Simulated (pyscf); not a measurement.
Multi-bond step: water (H₂O) + water (H₂O) + water (H₂O) → water (H₂O) + water (H₂O) + water (H₂O)

Gas phase, singlet surface, charge 0. Bonds broken: H1–O2, H4–O5, H7–O8. Bonds formed: H1–O5, O2–H7, H4–O8. Structures and frequencies: ωB97X-D3(BJ)/def2-SVP in PySCF. MP2 and CC: frozen core, UHF for open shells. ΔMP2 is the change of the MP2 total energy from the triple- to the quadruple-zeta basis.

Transition state (Å):

```xyz
9

H      0.3564    -0.3186     0.0645
O     -0.4626    -0.2692    -0.8354
H     -0.1586     0.3517    -1.5083
H     -0.3178     0.3620     1.3895
O      0.7762    -0.1278     1.1889
H      0.8291    -0.9738     1.6504
H     -1.1625     0.2990    -0.0167
O     -1.4428     0.7202     1.0909
H     -1.4787     1.6843     1.0861
```

One imaginary mode, 1823i cm⁻¹; descent along it reached the two sides named, in the forms told below.

```
bond   change  reactant side (Å)  saddle  product side
-----  ------  -----------------  ------  ------------
H1–O2  breaks              0.982   1.218         1.824
H4–O5  breaks              0.982   1.215         1.827
H7–O8  breaks              0.982   1.218         1.837
H1–O5   forms              1.827   1.215         0.982
O2–H7   forms              1.837   1.218         0.982
H4–O8   forms              1.824   1.218         0.982
```

Electronic energies relative to the separated reactants (kcal/mol):

| level | barrier | reaction energy | reverse barrier |
|---|---|---|---|
| ωB97X-D3(BJ)/def2-TZVP | 9.0 | 0.0 | 9.0 |
| PBE/def2-TZVP | -1.9 | 0.0 | -1.9 |
| r²SCAN/def2-TZVP | 0.5 | 0.0 | 0.5 |
| B3LYP-D3(BJ)/def2-TZVP | 5.5 | 0.0 | 5.5 |
| PBE0-D3(BJ)/def2-TZVP | 2.9 | 0.0 | 2.9 |
| M06-2X/def2-TZVP | 5.6 | 0.0 | 5.6 |
| ωB97M-D3(BJ)/def2-TZVP | 8.5 | 0.0 | 8.5 |
| HF/def2-TZVP | 35.4 | 0.0 | 35.4 |
| MP2/def2-QZVPP | 10.8 | 0.0 | 10.8 |
| CCSD/def2-TZVPP | 16.6 | 0.0 | 16.6 |
| CCSD(T)/def2-TZVPP | 12.4 | 0.0 | 12.4 |
| CCSD(T)/def2-TZVPP + ΔMP2(QZVPP) | 14.0 | 0.0 | 14.0 |

With CCSD(T)/def2-TZVPP + ΔMP2(QZVPP) energies and thermal terms (ideal gas, 1 atm, RRHO with modes under 100 cm⁻¹ raised to 100, one conformer, R ln 2 for rigid chiral ones), in kcal/mol:

| T (K) | ΔH‡ | ΔG‡ | ΔH | ΔG |
|---|---|---|---|---|
| 298 | 12.2 | 32.6 | 0.0 | 0.0 |
| 600 | 11.9 | 53.5 | 0.0 | 0.0 |
| 900 | 13.4 | 74.0 | 0.0 | 0.0 |
| 1200 | 15.5 | 94.0 | 0.0 | 0.0 |

On the reactant side the descent ends in a bound adduct, 17.7 kcal/mol under the separated species and 26.7 kcal/mol under the saddle at ωB97X-D3(BJ)/def2-TZVP. On the product side the descent ends in a bound adduct, 17.7 kcal/mol under the separated species and 26.7 kcal/mol under the saddle at ωB97X-D3(BJ)/def2-TZVP. At PBE the saddle lies under the separated reactants, which points to a path from their complex (located at ωB97X-D3(BJ) alone). At PBE the saddle lies under the separated products, which points to a path from their complex (located at ωB97X-D3(BJ) alone). This is the saddle that the search found; another between the same sides may lie lower. The CCSD(T) − MP2 part came from Ansatz, without density fitting, on the same reference.
